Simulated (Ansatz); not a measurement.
Scan of [Cl···H···NH], triplet

Starting geometry:

```xyz
4

Cl   -1.8735    0.2511    0.0000
H    -0.5947    0.2511    0.0000
N     1.0995    0.2511    0.0000
H     1.3686   -0.7532    0.0000
```

From there H2 is moved from one fragment to the other while all else, the fragments' distance too, stays fixed, so the hump isn't the reaction's barrier; atoms are numbered as listed. Energies are in eV, counted from the starting geometry at the same level. Kohn–Sham curves are unrestricted where that lies lower.

Basis cc-pVTZ; Ansatz 0.2.0. Only valence electrons are correlated (noble-gas cores frozen). R marks a restricted (for open shells ROHF) determinant, U an unrestricted one.

Coupled cluster chose its determinant by trial CCSD, here up to 0.04 eV above the lowest Hartree–Fock solution of its kind.

Full CI isn't at hand for all of this; UCCSDT(Q) serves as the reference, and is uncertain by about the last step of the cluster series. The frozen core follows each run's orbitals, which can shift R against U totals by a few meV.

```tsv
distance Cl1-H2 (Å)	UCCSDT(Q)	curve A	curve B	curve C	curve D
1.279	0.000	0.000	0.000	0.000	0.000
1.372	0.085	0.028	0.085	0.103	-0.035
1.559	0.487	0.297	0.397	0.563	0.084
1.746	0.586	0.318	0.322	0.723	0.022
1.933	0.390	0.212	0.114	0.413	-0.030
```

The curves come from PBE, PBE0, RCCSD, RPA-PBE. Compare each with UCCSDT(Q) and say which is which.

A: PBE0, B: RPA-PBE, C: RCCSD, D: PBE. Spread of the error against UCCSDT(Q), over the points where both stand: A 0.268, B 0.276, C 0.137, D 0.564 eV.
